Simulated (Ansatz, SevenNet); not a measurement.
For rock-salt LiH, the machine-learned potential SevenNet-l3i5 (trained on PBE and PBE+U data) gives:

| Quantity | Result |
|---|---|
| elastic constant C11 | 65.2 GPa |
| elastic constant C44 | 46.0 GPa |
| polycrystal shear modulus | 37.8 GPa |

Task: What does r²SCAN0 (Ansatz, a first-principles code, PAW) give for the same quantities?

Result: 
- elastic constant C11: 86.5 GPa (grows by 33 %)
- elastic constant C44: 53.1 GPa (increases by 15 %)
- Voigt–Reuss–Hill shear modulus: 45.9 GPa (goes up by 21 %)

For comparison: elastic constant C11 67.1 GPa (measured, temperature not stated, not corrected to a static lattice; as tabulated in Oses et al. (2018), arXiv:1811.08464); elastic constant C44 46 GPa (measured, temperature not stated, no zero-point or thermal correction; as tabulated in Oses et al. (2018), arXiv:1811.08464).

Changes are worked out from the printed values.

Unless a cell is named, each level is at its own relaxed cell (SevenNet-l3i5 8.05, r²SCAN0 7.95 Å³/atom).

Ansatz's density-functional and Hartree–Fock values are scalar-relativistic unless marked +SOC, with PAW data made under PBE.
